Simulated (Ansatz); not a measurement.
Input file:

```yaml
crystal:
  periodic: [false, false, false]
  atoms:
    - {symbol: P, position_ang: [0.000000, 0.000000, -1.596600]}
    - {symbol: N, position_ang: [0.000000, 0.000000, -0.006400]}
    - {symbol: Si, position_ang: [0.000000, 0.000000, 1.603000]}
basis:
  gaussian: {orbitals: cc-pVDZ}
total_charge: 1
magnetization: {spin_polarized: false, initial_magnetization: 1}
correlation: {method: bccd_t, electrons: outside_noble_gas}
```

```sh
$ ansatz run in.yaml --threads 1 --pin off --events-out ev --progress --plain --max-ram 2393MiB
```

Problem. Roughly how long does this take on 1 thread of Arm Neoverse V1, shared host, and how much host memory?

Solution. 4 s wall and 0.17 GiB.

```
513 factors; integrals over basis functions are off by at most 8.8e-4 eV
mean field evaluation 1: about -18600.1697 eV, gradient 5.9e1 eV
mean field evaluation 2: about -18600.1759 eV, gradient 5.9e1 eV
mean field evaluation 4: about -18607.7445 eV, gradient 5.8e0 eV
mean field evaluation 8: about -18607.8952 eV, gradient 2.4e-1 eV
mean field evaluation 16: about -18607.8651 eV, gradient 1.6e0 eV
mean field evaluation 32: about -18602.0543 eV, gradient 1.2e1 eV
mean field evaluation 64: about -18603.8082 eV, gradient 2.9e-2 eV
mean field evaluation 96: about -18602.3750 eV, gradient 8.5e-2 eV
mean field evaluation 128: about -18603.8083 eV, gradient 1.4e-1 eV
mean field evaluation 160: about -18603.1098 eV, gradient 2.4e-2 eV
mean field evaluation 192: about -18603.0830 eV, gradient 2.9e0 eV
mean field evaluation 224: about -18602.3738 eV, gradient 6.1e-4 eV
mean field -18607.89598862 eV, -683.8275646970 hartree, gradient 2.4e-6 eV, S^2 0.750000; 2 other end points of the search recorded, 0 dependent functions left out
mean field evaluation 256: about -18607.7666 eV, gradient 1.8e0 eV
mean field evaluation 288: about -18607.3256 eV, gradient 4.6e0 eV
11 core orbitals not correlated: weight in the atoms' cores, before any rotation towards them, 1.000 or more for the frozen orbitals, at most 0.000 for the correlated occupied ones
reference -18607.89598862 eV, -683.8275646970 hartree; 7, 6 occupied and 32, 33 virtual orbitals, 513 factors
second order -8.39865266 eV of doubles, -0.07503575 eV of singles
cycle   1  -8.69486962 eV  change   -2.2e-1 eV  update   1.2e-1
cycle   2  -9.07121856 eV  change   -3.8e-1 eV  update   4.5e-2
cycle   3  -9.20241322 eV  change   -1.3e-1 eV  update   3.2e-2
cycle   4  -9.20273002 eV  change   -3.2e-4 eV  update   1.6e-2
cycle   5  -9.19857097 eV  change    4.2e-3 eV  update   1.1e-2
cycle   6  -9.19665194 eV  change    1.9e-3 eV  update   4.3e-3
cycle   7  -9.19407087 eV  change    2.6e-3 eV  update   1.2e-3
cycle   8  -9.19434886 eV  change   -2.8e-4 eV  update   5.3e-4
cycle   9  -9.19453083 eV  change   -1.8e-4 eV  update   2.2e-4
cycle  10  -9.19442715 eV  change    1.0e-4 eV  update   1.0e-4
cycle  11  -9.19445419 eV  change   -2.7e-5 eV  update   4.2e-5
cycle  12  -9.19444521 eV  change    9.0e-6 eV  update   1.7e-5
cycle  13  -9.19444850 eV  change   -3.3e-6 eV  update   8.2e-6
perturbative correction -0.46510973 eV, -0.0170924674 hartree
Total energy: -18617.55554685 eV, -684.1825469145 hartree
```

For the same geometry and basis UCCSDT(Q) lies 77.6 meV lower.
